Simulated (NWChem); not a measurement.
All runs are NWChem calculations. System: acetamide (C2H5NO), charge 0, spin multiplicity 1, at a geometry optimised with B3LYP/def2-SVP. Level: PBE/def2-TZVP.

Input file:

```
start mol
memory heap 200 mb stack 900 mb global 1100 mb
geometry units angstroms nocenter noautoz noautosym
  C     -0.721431     1.206282    -0.001340
  C      0.170913    -0.027682    -0.005517
  N     -0.499075    -1.221207    -0.022399
  O      1.384745     0.035235     0.023558
  H     -1.159327     1.348959     1.000591
  H     -1.549246     1.121372    -0.723090
  H     -0.109033     2.083399    -0.243420
  H      0.044024    -2.075788     0.010854
  H     -1.507748    -1.282975    -0.035469
end
basis spherical
  * library def2-tzvp
end
dft
  xc xpbe96 cpbe96
  semidirect memsize 60000000 filesize 0
  iterations 100
end
task dft energy
```

Part of the output:

```
             Northwest Computational Chemistry Package (NWChem) 7.3.0
             --------------------------------------------------------

                                NWChem Input Module
                                -------------------

 Scaling coordinates for geometry "geometry" by  1.889725989
 (inverse scale =  0.529177249)

                             Geometry "geometry" -> ""
                             -------------------------

 Output coordinates in angstroms (scale by  1.889725989 to convert to a.u.)

  No.       Tag          Charge          X              Y              Z
 ---- ---------------- ---------- -------------- -------------- --------------
    1 C                    6.0000    -0.72143100     1.20628200    -0.00134000
    2 C                    6.0000     0.17091300    -0.02768200    -0.00551700
    3 N                    7.0000    -0.49907500    -1.22120700    -0.02239900
    4 O                    8.0000     1.38474500     0.03523500     0.02355800
    5 H                    1.0000    -1.15932700     1.34895900     1.00059100
    6 H                    1.0000    -1.54924600     1.12137200    -0.72309000
    7 H                    1.0000    -0.10903300     2.08339900    -0.24342000
    8 H                    1.0000     0.04402400    -2.07578800     0.01085400
    9 H                    1.0000    -1.50774800    -1.28297500    -0.03546900

 Effective nuclear repulsion energy (a.u.)     121.3302353340

            Nuclear Dipole moment (a.u.)
            ----------------------------
        X                 Y               Z
 ---------------- ---------------- ----------------
    -0.0000056692    -0.0000037795    -0.0000094486


 Summary of "ao basis" -> "" (spherical)
 ------------------------------------------------------------------------------
       Tag                 Description            Shells   Functions and Types
 ---------------- ------------------------------  ------  ---------------------
 *                         def2-tzvp                  on all atoms

  pbe96 is a nonlocal functional; adding pw91lda local functional.

                                 NWChem DFT Module
                                 -----------------

 Summary of "ao basis" -> "ao basis" (spherical)
 ------------------------------------------------------------------------------
       Tag                 Description            Shells   Functions and Types
 ---------------- ------------------------------  ------  ---------------------
 C                         def2-tzvp                11       31   5s3p2d1f
 N                         def2-tzvp                11       31   5s3p2d1f
 O                         def2-tzvp                11       31   5s3p2d1f
 H                         def2-tzvp                 4        6   3s1p

 Summary of "ao basis" -> "ao basis" (spherical)
 ------------------------------------------------------------------------------
       Tag                 Description            Shells   Functions and Types
 ---------------- ------------------------------  ------  ---------------------
 C                         def2-tzvp                11       31   5s3p2d1f
 N                         def2-tzvp                11       31   5s3p2d1f
 O                         def2-tzvp                11       31   5s3p2d1f
 H                         def2-tzvp                 4        6   3s1p

            General Information
            -------------------
          SCF calculation type: DFT
          Wavefunction type:  closed shell.
[...]
 d= 0,ls=0.0,diis     8   -209.0562712507  1.96D-05  8.75D-05  2.32D-04    30.9
 d= 0,ls=0.0,diis     9   -209.0562952138 -2.40D-05  1.18D-05  1.11D-05    33.6
 d= 0,ls=0.0,diis    10   -209.0562962382 -1.02D-06  3.09D-06  5.77D-07    36.4
 d= 0,ls=0.0,diis    11   -209.0562963035 -6.53D-08  2.12D-07  3.26D-09    39.2

         Total DFT energy =     -209.056296303504
      One electron energy =     -524.073019909544
           Coulomb energy =      221.661622568688
    Exchange-Corr. energy =      -27.975134296608
 Nuclear repulsion energy =      121.330235333960

 Numeric. integr. density =       32.000004438018

     Total iterative time =     38.0s

                       DFT Final Molecular Orbital Analysis
                       ------------------------------------

 Vector   14  Occ=2.000000D+00  E=-3.272491D-01
              MO Center= -1.3D-01,  3.3D-01,  8.4D-02, r^2= 2.7D+00
   Bfn.  Coefficient  Atom+Function         Bfn.  Coefficient  Atom+Function
  ----- ------------  ---------------      ----- ------------  ---------------
   101     -0.230545  4 O  pz                 8      0.213499  1 C  pz
    39     -0.193910  2 C  pz               104     -0.186441  4 O  pz
    70     -0.176688  3 N  pz               126      0.176517  5 H  s
    73     -0.154513  3 N  pz                11      0.153120  1 C  pz
    42     -0.149257  2 C  pz               132     -0.120004  6 H  s

 Vector   15  Occ=2.000000D+00  E=-2.373066D-01
              MO Center=  2.0D-01, -7.3D-01, -9.4D-03, r^2= 2.0D+00
   Bfn.  Coefficient  Atom+Function         Bfn.  Coefficient  Atom+Function
  ----- ------------  ---------------      ----- ------------  ---------------
    70      0.354816  3 N  pz                73      0.304498  3 N  pz
   101     -0.301975  4 O  pz                76      0.296640  3 N  pz
   104     -0.246029  4 O  pz               107     -0.173595  4 O  pz
   133     -0.052168  6 H  s                 45     -0.045673  2 C  pz
    12     -0.038678  1 C  px                54      0.035365  2 C  d  1

 Vector   16  Occ=2.000000D+00  E=-2.088549D-01
              MO Center=  9.7D-01,  6.4D-02,  1.4D-02, r^2= 1.6D+00
   Bfn.  Coefficient  Atom+Function         Bfn.  Coefficient  Atom+Function
  ----- ------------  ---------------      ----- ------------  ---------------
   100      0.438246  4 O  py                 5     -0.360721  1 C  s
   103      0.356606  4 O  py                67      0.282559  3 N  s
   106      0.255114  4 O  py                44      0.193675  2 C  py
     6     -0.113832  1 C  px                12     -0.113106  1 C  px
    35     -0.103880  2 C  s                  7      0.096404  1 C  py

 Vector   17  Occ=0.000000D+00  E=-1.450602D-02
              MO Center=  1.4D-01,  3.0D-02,  1.9D-02, r^2= 2.5D+00
   Bfn.  Coefficient  Atom+Function         Bfn.  Coefficient  Atom+Function
  ----- ------------  ---------------      ----- ------------  ---------------
   127      0.524327  5 H  s                133     -0.428799  6 H  s
    42     -0.416983  2 C  pz                39     -0.382825  2 C  pz
    45     -0.370814  2 C  pz               107      0.331598  4 O  pz
    76      0.310341  3 N  pz               101      0.280591  4 O  pz
    14     -0.247333  1 C  pz               104      0.223872  4 O  pz

 Vector   18  Occ=0.000000D+00  E=-1.054716D-03
              MO Center= -1.3D+00, -7.9D-01, -2.5D-02, r^2= 5.9D+00
   Bfn.  Coefficient  Atom+Function         Bfn.  Coefficient  Atom+Function
  ----- ------------  ---------------      ----- ------------  ---------------
     5      3.123169  1 C  s                 67      1.368816  3 N  s
    36     -1.309697  2 C  s                151     -1.309410  9 H  s
   133     -0.998909  6 H  s                127     -0.966648  5 H  s
   139     -0.757244  7 H  s                145     -0.751761  8 H  s
    44     -0.446571  2 C  py                98      0.354574  4 O  s

 Vector   19  Occ=0.000000D+00  E= 4.487924D-02
              MO Center= -6.3D-01, -3.8D-01,  7.5D-02, r^2= 8.1D+00
   Bfn.  Coefficient  Atom+Function         Bfn.  Coefficient  Atom+Function
  ----- ------------  ---------------      ----- ------------  ---------------
     5      3.667109  1 C  s                127     -1.601336  5 H  s
   133     -1.548925  6 H  s                145      1.362461  8 H  s
    36     -1.307540  2 C  s                 67     -0.875249  3 N  s
   139     -0.769467  7 H  s                 75      0.331109  3 N  py
    12     -0.296919  1 C  px                44     -0.238110  2 C  py

------------------------------------------------------------
EAF file 0: "./mol.aoints.0" size=524288 bytes
------------------------------------------------------------
               write      read    awrite     aread      wait
               -----      ----    ------     -----      ----
     calls:        1        10         0         0         0
   data(b): 5.24e+05  5.24e+06  0.00e+00  0.00e+00
   time(s): 0.00e+00  0.00e+00  0.00e+00  0.00e+00  0.00e+00
rate(mb/s): 0.00e+00  0.00e+00
------------------------------------------------------------

 center of mass
 --------------
 x =   0.13569442 y =  -0.03807642 z =  -0.00030699

 moments of inertia (a.u.)
 ------------------
         190.839629502879           9.991556162325          -2.572388748631
           9.991556162325         171.917944562290          -1.548851152468
          -2.572388748631          -1.548851152468         351.234761315651

     Multipole analysis of the density
     ---------------------------------

     L   x y z        total         alpha         beta         nuclear
     -   - - -        -----         -----         ----         -------
     0   0 0 0     -0.000000    -16.000000    -16.000000     32.000000

     1   1 0 0     -1.425189     -0.712592     -0.712592     -0.000006
     1   0 1 0     -0.417318     -0.208657     -0.208657     -0.000004
     1   0 0 1      0.004628      0.002319      0.002319     -0.000009

     2   2 0 0    -19.969417    -57.146071    -57.146071     94.322725
     2   1 1 0      0.375843      4.256328      4.256328     -8.136813
     2   1 0 1     -0.058708     -0.708031     -0.708031      1.357354
     2   0 2 0    -14.870775    -65.567477    -65.567477    116.264179
     2   0 1 1     -0.031522     -0.451561     -0.451561      0.871599
     2   0 0 2    -18.773763    -12.230905    -12.230905      5.688048

 Task  times  cpu:       39.2s     wall:       39.2s

 Total times  cpu:       39.3s     wall:       39.3s
```
